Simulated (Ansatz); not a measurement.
Two shapes of singlet Si₂H₆.

Shape 1:

```xyz
8

Si   -0.0418   -0.0132   -1.1492
Si   -0.0316   -0.0076    1.2112
H     0.0047   -1.3861   -1.6431
H    -1.2580    0.7107   -1.6648
H     1.1772    0.6705   -1.6824
H    -0.0349    1.3847    1.6594
H    -1.1863   -0.7308    1.7180
H     1.2407   -0.7414    1.6725
```

Shape 2:

```xyz
8

Si    0.0000    0.0000   -1.0794
Si    0.0000    0.0000    1.0794
H     0.0000   -1.2913   -1.5545
H    -1.1183    0.6456   -1.5545
H     1.1183    0.6456   -1.5545
H     0.0000    1.2913    1.5545
H    -1.1183   -0.6456    1.5545
H     1.1183   -0.6456    1.5545
```

Basis set: def2-TZVP (spherical functions). Frozen core: 10 orbitals. Charge 0, multiplicity 1.

Computed with Ansatz (development build ahead of 0.2.0); each method stands on the lowest determinant of its kind that the runs found.

Q: Which shape is lower in energy, and by how much in each method?

A:

```
 method  E(2) − E(1) (eV)
    RHF             0.977
RHF-MP2             0.926
```

Shape 1 is lower. Caution: no unrestricted run beside it, a lower state can exist.
